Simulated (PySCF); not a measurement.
From one molecule to another.

First species: C₂H₃N₂P.
Bonds: C1–N2 (aromatic), N2–N3 (aromatic), N3–C4 (aromatic), C4–P5 (aromatic), C1–P5 (aromatic). Hydrogens: H6 on C1; H7 on N3; H8 on C4.

Second species: C3H7F2N.
SMILES: `C[C@H](N)C(F)F`

Levels: PBE0/pcSseg-1 for dipole moment, HOMO energy, LUMO energy and HOMO–LUMO gap; GFN2-xTB for rotational constant A and rotational constant C. Geometries: GFN2-xTB. All species are isolated and taken at one optimised geometry, non-relativistic unless stated; the electronic structure was computed with PySCF and density fitting.

Dipoles, sizes and rotational constants follow the conformer. The torsions of the flexible species, by atom-mapped SMILES:
- `[CH3:1][C@H:2]([NH2:3])[CH:4]([F:5])[F:6]`: C1–C2–C4–F5 -176°, H–N3–C2–C1 180°, H–N3–C2–C1 -61°

```csv
property,column X,column Y
dipole moment,2.42 D,1.31 D
HOMO energy,-7.12 eV,-7.16 eV
LUMO energy,-0.59 eV,1.42 eV
HOMO–LUMO gap,6.53 eV,8.58 eV
rotational constant A,8.806 GHz,4.891 GHz
rotational constant C,3.290 GHz,2.402 GHz
```

Q: Which column belongs to which species?

A: Column X is the first species and column Y the second. The first has 8 atoms and 44 electrons, the second 13 and 50.

Q: How does each property change from the first species to the second?

A: dipole moment -1.11 D; HOMO energy -0.04 eV; LUMO energy +2.01 eV; HOMO–LUMO gap +2.05 eV; rotational constant A -3.915 GHz; rotational constant C -0.888 GHz.

On the first: In atomic units the dipole is 0.95 e·bohr (1 au = 2.5417 D).

On the second: A dipole of 1.31 D is allowed in C1, and pure rotational transitions are dipole-allowed. The dipole equals about 4.4 × 10⁻³⁰ C·m (1 D = 3.33564 × 10⁻³⁰ C·m).
